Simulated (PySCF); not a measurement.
C₅H₁₁P.
Structure used (GFN2-xTB), in Å, numbered top down from 1:
```
atom  x, y, z in Å
C1    -1.5275   -1.2007   -0.2427
C2    -0.6624   -0.0042    0.1407
C3    -1.4781    1.2851    0.1375
P4     0.7638    0.1548   -1.0849
C5     2.0860    0.7034    0.0746
C6     2.0508   -0.7831   -0.1594
H7    -1.9474   -1.0608   -1.2374
H8    -0.9376   -2.1160   -0.2467
H9    -2.3484   -1.3204    0.4633
H10   -0.2474   -0.1656    1.1430
H11   -2.2992    1.2198    0.8503
H12   -1.8960    1.4663   -0.8513
H13   -0.8547    2.1370    0.4057
H14    2.9117    1.2514   -0.3594
H15    1.7914    1.0739    1.0476
H16    1.7341   -1.4205    0.6556
H17    2.8538   -1.2085   -0.7465
```

Probes without a nucleus sit at each ring's centroid and 1 Å off its mean plane on both sides; NICS is minus the shielding there, NICSzz its component along the normal. Level: GIAO PBE0/pcSseg-1 (PySCF, non-relativistic, gas phase) on the GFN2-xTB geometry, one conformer.

Ring bond lengths (Å), with Mayer bond orders in brackets: P4–C5 1.842 (0.93), C5–C6 1.505 (0.97), C6–P4 1.842 (0.93).

What do the NICS probes read (ppm)?

```csv
ring,type,NICS(0),"NICS(1), two faces","NICS(1)zz, two faces",rms pucker (Å),"centre to ring atoms, mean (Å)"
P4–C5–C6,3-membered ring with P; formal bonds all single,-37.8,-9.7 / -9.7,-22.7 / -25.8,0.00,1.00
```

What can be read from them?

- P4–C5–C6: mean NICS(1)zz -24.2 ppm, shielded. C5, C6 have four or more neighbours, and the NICS criterion for π rings isn't applied. The two faces differ by 3.1 ppm, so no symmetry operation interchanges them. NICS(0) lies 28 ppm below the mean NICS(1).

At the first NICS(1) probe listed for ring P4–C5–C6, 1 Å off the ring, what do the in-plane components average?

The isotropic value is a third of the trace: (3 × -9.7 − (-22.7))/2 = -3.2 ppm.

List the ring angles and the Hirshfeld charges of the ring atoms.

- P4–C5–C6: P4 48.2° (+0.116 e), C5 65.9° (-0.125 e), C6 65.9° (-0.125 e); sum 180.0° against 180° for a flat convex ring.

What are the shieldings of the ring atoms and their hydrogens in the same run (means over atoms taken as equivalent)?

```json
{"atoms": "P4", "environment": "phosphine phosphorus", "σ isotropic (ppm)": "563.2"}
{"atoms": "C5 (×2)", "environment": "sp3 carbon bound to phosphorus", "σ isotropic (ppm)": "178.4"}
{"atoms": "H14 (×4)", "environment": "methylene hydrogen", "σ isotropic (ppm)": "31.00"}
```
